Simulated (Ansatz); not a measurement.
Input file for Ansatz (an electronic-structure program): R-BLYP/def2-TZVPPD on C2H2 (SMILES C#C). Files ending in .json are basis or fitting sets from the Basis Set Exchange.

Ansatz 0.2 input:
```yaml
crystal:
  periodic: [false, false, false]
  atoms:
    - {symbol: C, position_ang: [0.00000000, 0.60356400, -2.18173438]}
    - {symbol: H, position_ang: [0.00000000, 1.66847581, -2.18429610]}
    - {symbol: C, position_ang: [0.00000000, -0.60356400, -2.18173438]}
    - {symbol: H, position_ang: [0.00000000, -1.66847581, -2.18429610]}
basis:
  gaussian:
    orbitals: def2-TZVPPD.json
hamiltonian:
  xc: {name: BLYP}
scf: {lower_state_search: off}
```

What total energy does the run end on?

-77.3339 hartree.
